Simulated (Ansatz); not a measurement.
# C5H6S: the cost of one run

Program: Ansatz 0.2.0. Level of theory: RKS BLYP-D4/def2-SVP. These are calculated values, not measurements.

## 1. The structure to begin with

Bond lengths: C1–C2 1.240 Å, C2–C3 1.430 Å, C3–C4 1.285 Å, C3–S5 1.743 Å, S5–C6 1.790 Å, C1–H7 1.030 Å, C4–H8 1.092 Å, C4–H9 1.143 Å, C6–H10 1.075 Å, C6–H11 1.093 Å, C6–H12 1.110 Å. Angles (14 of 15 angles, heavy atoms first): C1–C2–C3 178.4°, C2–C3–C4 119.5°, C2–C3–S5 121.2°, C4–C3–S5 118.7°, C3–S5–C6 103.7°, C2–C1–H7 175.6°, C3–C4–H8 121.5°, C3–C4–H9 125.0°, S5–C6–H10 108.7°, S5–C6–H11 109.3°, S5–C6–H12 109.5°, H8–C4–H9 113.0°, H10–C6–H11 110.5°, H10–C6–H12 108.1°.

Structure file:

```xyz
12

C     0.4500   -2.1290   -0.7829
C     0.0598   -1.1977   -0.0623
C    -0.3735   -0.1434    0.8008
C    -1.0807   -0.4233    1.8360
S     0.2197    1.4846    0.6076
C     0.6794    1.5660   -1.1209
H     0.7291   -2.8723   -1.4383
H    -1.4798   -1.4260    1.9996
H    -1.4777    0.3421    2.5856
H     0.9604    2.5768   -1.3551
H    -0.1692    1.2537   -1.7345
H     1.5593    0.9134   -1.3014
```

## 2. Relaxing end A

input.yaml reads:

```yaml
crystal:
  periodic: [false, false, false]
  atoms:
    - { symbol: C, position_ang: [0.45, -2.129, -0.7829] }
    - { symbol: C, position_ang: [0.0598, -1.1977, -0.0623] }
    - { symbol: C, position_ang: [-0.3735, -0.1434, 0.8008] }
    - { symbol: C, position_ang: [-1.0807, -0.4233, 1.836] }
    - { symbol: S, position_ang: [0.2197, 1.4846, 0.6076] }
    - { symbol: C, position_ang: [0.6794, 1.566, -1.1209] }
    - { symbol: H, position_ang: [0.7291, -2.8723, -1.4383] }
    - { symbol: H, position_ang: [-1.4798, -1.426, 1.9996] }
    - { symbol: H, position_ang: [-1.4777, 0.3421, 2.5856] }
    - { symbol: H, position_ang: [0.9604, 2.5768, -1.3551] }
    - { symbol: H, position_ang: [-0.1692, 1.2537, -1.7345] }
    - { symbol: H, position_ang: [1.5593, 0.9134, -1.3014] }
basis:
  gaussian: { orbitals: def2-SVP }
hamiltonian:
  xc: blyp
  dispersion: d4
relax:
  f_tol: 0.02
  max_steps: 50
```

The run is started by

```sh
> ansatz run input.yaml --threads 2 --pin off --max-ram 3072MiB --backend cpu --events-out ev --progress --plain --runs-dir out
```

**Question.** How long does this run take on 2 threads of AMD EPYC 9R14 (Zen 4), shared host, and how much memory does it need?

About 17 s, with a peak of 0.17 GiB.
